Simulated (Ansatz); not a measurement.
**CHNO (SMILES N#CO): single points off equilibrium**

The task here is to estimate one member of a computed series from the others.

The runs use Ansatz 0.2.0, Gaussian basis; single points in def2-TZVPP.

Cores are frozen in the correlated methods.

## The starting structure

SMILES `N#CO`, 4 atoms, charge 0, spin multiplicity 1.

Atoms are counted from 1 here; the program's logs count them from 0.

Bond lengths: N1–C2 1.233 Å, C2–O3 1.283 Å, O3–H4 0.886 Å. Angles: N1–C2–O3 169.5°, C2–O3–H4 124.1°.

Coordinates:

```
N    -1.3823   -0.2134    0.8607
C    -0.4363    0.1204    0.1438
O     0.5378    0.2461   -0.6815
H     1.2713   -0.2510   -0.6641
```

Set-up of the first run:

File run/in.yaml:

```yaml
crystal:
  periodic: [false, false, false]
  atoms:
    - {symbol: N, position_ang: [-1.382300, -0.213400, 0.860700]}
    - {symbol: C, position_ang: [-0.436300, 0.120400, 0.143800]}
    - {symbol: O, position_ang: [0.537800, 0.246100, -0.681500]}
    - {symbol: H, position_ang: [1.271300, -0.251000, -0.664100]}
basis:
  gaussian: {orbitals: def2-TZVPP}
correlation: {method: ccsd_t}
output: {forces: true}
```

The command line of these runs was not kept.

Steps of the session up to this table: CCSD(T)/def2-TZVPP; PBE0-D4/def2-TZVPP; wB97M-V/def2-TZVPP; r2SCAN-D4/def2-TZVPP; PBE-D4/def2-TZVPP; r2SCAN0-D4/def2-TZVPP; BLYP-D4/def2-TZVPP.

One table of the session follows, with a row left open; its other results are not shown here.

```
    method  RMS force component (eV/Å)  angle to CCSD(T) forces (°)  dipole (D)
   CCSD(T)                       3.354                    reference        3.97
   PBE0-D4                       3.738                          6.7        4.17
   wB97M-V                       3.860                          6.7        4.16
 r2SCAN-D4                       3.538                          4.7        4.22
    PBE-D4                           ?                            ?           ?
r2SCAN0-D4                       3.850                          9.2        4.23
   BLYP-D4                       3.405                          3.9        4.13
```

Estimate the missing values for PBE-D4.

**Answer.** RMS force component (eV/Å): 3.388; angle to CCSD(T) forces (°): 5.1; dipole (D): 4.13. In the column «RMS force component (eV/Å)» it lies between CCSD(T) (3.354) and BLYP-D4 (3.405).
